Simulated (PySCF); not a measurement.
The vertical singlet excitations below were computed for one of the candidates. Method: TDDFT PBE0/def2-SVPD, vertical, gas phase, core orbitals frozen in the response in PySCF 2.14.0, density-fitted response routines. Geometries: GFN2-xTB, one conformer each.

```csv
state,E (eV),f,"main configurations (H = HOMO, L = LUMO)"
S1,4.50,0.0018,H→L (98%)
S2,6.15,0.0088,H→L+1 (90%)
S3,6.56,0.0070,"H→L+3 (73%), H→L+2 (19%)"
S4,6.70,0.041,"H→L+2 (61%), H→L+3 (18%), H-1→L (12%)"
S5,6.75,0.063,"H-1→L (47%), H-2→L (29%), H→L+2 (12%)"
S6,7.07,0.057,"H-2→L (55%), H-1→L (22%)"
```

Triplets computed (Tamm–Dancoff): 3.97, 5.33 eV.

Question: Which candidate is it? All have the formula C4H5NS.
A. `CS/C=C/C#N`
B. `c1c(scn1)C`
C. `C1S[C@]1(C)C#N`
D. `CC1=CSC=N1`

Answer: C. Its S1, at 4.50 eV, is the lowest among the candidates; the nearest of the others has S1 at 5.11 eV. S1 is HOMO→LUMO (98%). Löwdin shares by element: HOMO sulfur 74%, carbon 15% or more; LUMO sulfur 47%, carbon 28% or more, nitrogen 10%. At the same level the other candidates give, for their lowest levels:
- `Cc1cncs1`: 5.35 eV (f 0.000); 5.59 eV (f 0.122); 5.84 eV (f 0.000); 6.24 eV (f 0.036); 6.60 eV (f 0.002); T1 3.75 eV; HOMO -7.09, LUMO -0.77 eV
- `Cc1cscn1`: 5.43 eV (f 0.000); 5.58 eV (f 0.069); 5.87 eV (f 0.001); 6.48 eV (f 0.032); 6.77 eV (f 0.005); T1 3.80 eV; HOMO -7.06, LUMO -0.74 eV
- `CS/C=C/C#N`: 5.11 eV (f 0.471); 5.60 eV (f 0.000); 6.09 eV (f 0.000); 6.35 eV (f 0.012); 6.40 eV (f 0.004); T1 3.22 eV; HOMO -7.00, LUMO -1.46 eV
